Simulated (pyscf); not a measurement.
Routes from •HN–SiH₂–NH₂ + ammonia (NH₃)

Candidate steps break at most two bonds and form at most two. Each was searched with GFN2-xTB (tblite) first. PySCF, gas phase, ωB97X-D3(BJ)/def2-SVP geometries. Energies: ωB97M-D3(BJ)/def2-TZVP, kcal/mol, from the separated reactants, doublet surface; ΔG‡ with ideal gas, 1 atm, RRHO with modes under 100 cm⁻¹ raised to 100, one conformer, R ln 2 for chiral ones without a mode under 150 cm⁻¹.

```tsv
products	type	ΔE‡	ΔE	ΔG‡ 298 K	ΔG‡ 900 K	ν‡ (cm⁻¹)
H₂N–SiH₂–NH₂ + NH₂•	hydrogen abstraction	8.6	-2.8	17.0	37.0	1771i
•HN–SiH(NH₂)–NH₂ + H₂	four-centre exchange	52.8	-11.6	60.8	81.0	803i
```

Plain bond fissions and candidates not yet searched are not listed, and one of them may be faster. Each barrier is that of the saddle found; lower ones may exist.
